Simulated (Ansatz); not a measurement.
`O=S1(=O)C=CC1`, one more setting.

```yaml
crystal:
  periodic: [false, false, false]
  atoms:
    - {symbol: O, position_ang: [-0.893327, -1.414923, 1.482313]}
    - {symbol: S, position_ang: [0.137242, -0.967698, 0.592816]}
    - {symbol: O, position_ang: [1.397226, -1.649722, 0.568668]}
    - {symbol: C, position_ang: [-0.460537, -0.539454, -1.015952]}
    - {symbol: C, position_ang: [-0.251117, 0.761391, -0.825330]}
    - {symbol: C, position_ang: [0.313874, 0.844722, 0.569841]}
    - {symbol: H, position_ang: [-0.845972, -1.137932, -1.828435]}
    - {symbol: H, position_ang: [-0.434913, 1.588943, -1.498970]}
    - {symbol: H, position_ang: [-0.314082, 1.342706, 1.309697]}
    - {symbol: H, position_ang: [1.351616, 1.171967, 0.645350]}
basis:
  gaussian: {orbitals: aug-pcseg-2}
magnetization: {spin_polarized: true, initial_magnetization: 2}
hamiltonian: {xc: {name: revPBE}, dispersion: d3bj}
```

```sh
$ ansatz run in.yaml --threads 4 --pin off --events-out ev --progress --plain --max-ram 10444MiB
```

Output, abridged:

```
Functional definition: revPBE
1568 factors; their error is unknown
mean field evaluation 1: about -18076.3046 eV, gradient 6.8e1 eV
mean field evaluation 2: about -17919.4761 eV, gradient 1.7e2 eV
mean field evaluation 4: about -18090.1556 eV, gradient 4.6e1 eV
mean field evaluation 8: about -18098.8998 eV, gradient 7.8e-1 eV
mean field evaluation 16: about -18098.8377 eV, gradient 2.3e-2 eV
mean field -18098.83769159 eV, -665.1200173330 hartree, gradient 7.1e-6 eV, S^2 2.007765; 3 other end points of the search recorded, 0 dependent functions left out
reference -18098.83780730 eV, -665.1200215852 hartree; 28, 26 occupied and 344, 346 virtual orbitals, 1568 factors
Total energy: -18099.49437070 eV, -665.1441498454 hartree
```

Run time 22 s (4 threads of an Arm Neoverse V2 on a shared host); peak host memory 2 GiB.
